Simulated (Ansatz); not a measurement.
Process, species as SMILES: CO (CH3-OH) + [H][H] (H2) → C (CH4) + O (H2O)
B3LYP-D3(BJ)/def2-TZVP geometries, fixed; electronic energies without zero-point terms.
Largest species:
```xyz
6

C     -0.0525     0.6636    -0.0008
O     -0.0399    -0.7570     0.0018
H     -1.0978     0.9691     0.0075
H      0.8740    -1.0577    -0.0054
H      0.4365     1.0833     0.8854
H      0.4213     1.0799    -0.8968
```

Basis-set convergence of the energy of full hydrogenation at CCSD(T) with Ansatz (a first-principles code). All functions are spherical. Cores are frozen. No added dispersion term, no relativity. Functions are those of the species that has most. Reference: Hartree-Fock in aug-cc-pVQZ plus the correlation part extrapolated as X^-3 from aug-cc-pVTZ and aug-cc-pVQZ, -30.26 kcal/mol, itself unsure by roughly 0.02 kcal/mol (a third of the extrapolation step and of the last Hartree-Fock step). Deviations are taken from unrounded values. Cost is core time over that of aug-cc-pVDZ, rough, on shared machines of one kind; a dash marks a row that isn't timed (too short, read off another run, short of memory, by another algorithm or on other hardware).

```tsv
basis	functions	energy of full hydrogenation (kcal/mol)	minus reference (kcal/mol)	cost
6-31G	26	-26.72	3.54	-
def2-SV(P)	36	-19.21	11.05	-
cc-pVDZ	48	-27.91	2.34	-
def2-SVP	48	-28.12	2.13	-
6-311+G**	68	-29.59	0.67	0.7×
aug-cc-pVDZ	82	-30.79	-0.53	1×
aug-pcseg-1	82	-30.03	0.23	1×
6-311++G(2d,2p)	94	-31.01	-0.75	1×
pcseg-2	116	-29.99	0.26	2×
jun-cc-pV(T+d)Z	134	-30.35	-0.09	2×
def2-TZVPPD	145	-30.42	-0.16	2×
6-311++G(3df,3pd)	150	-30.19	0.07	3×
aug-pcseg-2	184	-30.13	0.12	5×
```

The smallest set listed that lies within 1 kcal/mol of the reference with all its larger relatives (same family, alike in diffuse functions; a set with none counts only in the reference's own line) is 6-311+G** (68 functions, 0.7× in cost, 0.67 kcal/mol off). (Relatives not listed, tested too: aug-cc-pVTZ -0.01, pcseg-3 -0.06, def2-QZVPPD -0.20, aug-cc-pVQZ -0.02 kcal/mol.)
